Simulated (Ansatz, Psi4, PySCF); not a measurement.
Species: nitrous oxide, N2O, charge 0, multiplicity 1. SMILES: N#[N+][O-]
Geometry from a B3LYP-D3(BJ)/def2-TZVP (Ansatz, a program for electronic structure) optimisation:
```xyz
3

N      0.0000     0.0000    -1.1943
N      0.0000     0.0000    -0.0734
O      0.0000     0.0000     1.1093
```
Charge 0, spin multiplicity 1.

Wanted: atomisation energy, in kcal/mol. Set-up: spin-orbit terms left out; six Cartesian d functions in 6-31G* and its kin unless marked 5d; dispersion terms only where a functional's name holds one; open shells spin-unrestricted; atomisation electronic, to ground-state atoms; non-relativistic; frozen cores in correlated levels. CBS marks a two-point X^-3 extrapolation of the correlation energy; Hartree-Fock from the larger set. Ab initio and DFT rows: single points at B3LYP-D3(BJ) geometries (Ansatz).

Coupled cluster (Ansatz) is a level with limits of its own, used here on species with T1 under 0.025 (0.045 for open shells) and stable references: CCSD(T)/CBS(aug-cc-pVTZ,aug-cc-pVQZ).

Value to compare with, CCSD(T)/CBS(aug-cc-pVTZ,aug-cc-pVQZ) (Ansatz): 268.9 kcal/mol.

| level | program | atomisation energy (kcal/mol) | difference |
|---|---|---|---|
| SVWN5/6-31G* | Ansatz | 356.3 | 87.4 |
| PBE/def2-SVP | Ansatz | 315.6 | 46.7 |
| B3LYP/3-21G | Ansatz | 218.2 | -50.7 |
| B3LYP/6-31G* | Ansatz | 269.9 | 1.0 |
| B3LYP/6-31+G* | Ansatz | 266.4 | -2.5 |
| wB97X-D/6-31G* | Psi4 | 265.1 | -3.8 |
| B3PW91/6-31G* (5d) | PySCF | 270.0 | 1.1 |
| r2SCAN-D4/def2-TZVPD | Ansatz + dftd4 | 275.2 | 6.3 |

Among the 7 habitual levels, SVWN5/6-31G* lies farthest from CCSD(T)/CBS(aug-cc-pVTZ,aug-cc-pVQZ) (Ansatz) (87.4 kcal/mol); 4 of 7 lie above it, and their mean absolute difference is 27.6 kcal/mol, the median 3.8. One case shows no general order.

The levels are drawn from those run, B3LYP/6-31G* more often than the rest, none by its result; runs whose electronic state is in doubt are left out.
